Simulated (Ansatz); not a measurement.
`CO/C=C/N` + H–F → `N/C=C\F` + CH₃OH at 500 K and 1 bar (substitution at a C–O bond).

Calculated with Ansatz (gas phase, PBE0-D4/def2-TZVP geometries, no zero-point term in ΔE). CCSD(T)/CBS is the MP2 limit (def2-TZVPP, def2-QZVPP) plus CCSD(T) − MP2 in def2-TZVPP, frozen cores. This one scheme is used for every species. Double bonds are as drawn, so ΔE can hold a change between cis and trans. One conformer a species, not always the lowest.

```tsv
species	CCSD(T)/CBS energy (Eh)	H − E (kJ/mol)	S (J/(mol·K))
`CO/C=C/N`	-248.19674	312.4	375.1
H–F	-100.39570	39.4	188.7
`N/C=C\F`	-232.96965	194.7	324.9
CH₃OH	-115.61712	157.0	265.4
```

H − E and S are ideal-gas, rigid-rotor, harmonic terms from PBE0-D4/def2-TZVP, for one conformer and one mirror image of each species. 1 Eh = 2625.50 kJ/mol, R = 8.31446 J/(mol·K).

Problem. By hand: ΔE, ΔH, ΔS and ΔG.

Solution. ΔE = (-232.96965) + (-115.61712) − (-248.19674) − (-100.39570) = 0.00567 Eh = 14.9 kJ/mol. Δ(H − E) = 194.7 + 157.0 − 312.4 − 39.4 = -0.1, so ΔH = 14.8 kJ/mol. ΔS = 324.9 + 265.4 − 375.1 − 188.7 = 26.5 J/(mol·K). ΔG = 14.8 − 500 × (26.5)/1000 = 1.6 kJ/mol.

Problem. By hand: the equilibrium constant, and the temperature at which ΔG would vanish if ΔH and ΔS stayed fixed.

Solution. log₁₀ K = −ΔG/(RT ln 10) = -0.2. ΔG = 0 at ΔH/ΔS = 558 K.

TΔS isn't small against ΔH here. The sign of ΔG lies within the doubt. A doubt of 5 kJ/mol in ΔE shifts log₁₀ K by 0.5 here. Other conformers and mirror images would add mixing entropy, several J/(mol·K) or more a flexible species. These are equilibria of isolated gas molecules and say nothing of rates. Largest T1 diagnostic: 0.012 (customary marks: 0.02 for closed shells, 0.045 for open ones).
